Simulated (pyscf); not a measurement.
PySCF, gas phase, ωB97X-D3(BJ)/def2-SVP geometries. MP2 and CC: frozen core, UHF for open shells. ΔMP2 is the change of the MP2 total energy from the triple- to the quadruple-zeta basis.

### Question
Estimate by transition-state theory (the high-pressure limit) the rate constant of `[CH][F]` [singlet] + `[Cl][Cl]` → `[F][CH]([Cl])[Cl]` (singlet surface; Cl–Cl broken, C–Cl, C–Cl formed) at 900 K, with CCSD(T)/def2-TZVPP + ΔMP2(QZVPP) energies (ideal gas, 1 atm, RRHO with modes under 100 cm⁻¹ raised to 100, one conformer, R ln 2 for rigid chiral ones; no tunnelling).

### Answer
The electronic barrier is 21.7 kcal/mol and the thermal terms add +28.9, so ΔG‡ = 50.6 kcal/mol. With k_BT/h = 1.88e+13 s⁻¹ and RT = 1.788 kcal/mol, and a volume of 1.23e-19 cm³ per molecule at 1 atm, k = 1.2e-18 cm³ molecule⁻¹ s⁻¹. The product is born with the 128 kcal/mol of the reverse barrier and needs collisions to keep. Wigner's tunnelling factor for 711i cm⁻¹ would be 1.05. A shift of 1 kcal/mol in the barrier changes k by a factor 1.7. From the product side, F–CH•–Cl + Cl• lies, by one bond made or cut, 57.7 kcal/mol under this saddle at ωB97M-D3(BJ). This is the saddle that the search found; another between the same sides may lie lower. 2 of the closed-shell references are unstable towards spin polarisation; treat their single-reference values with care. The CCSD(T) − MP2 part came from Ansatz, without density fitting, on the same reference. The largest closed-shell T1 diagnostic is 0.106, which may signal static correlation.
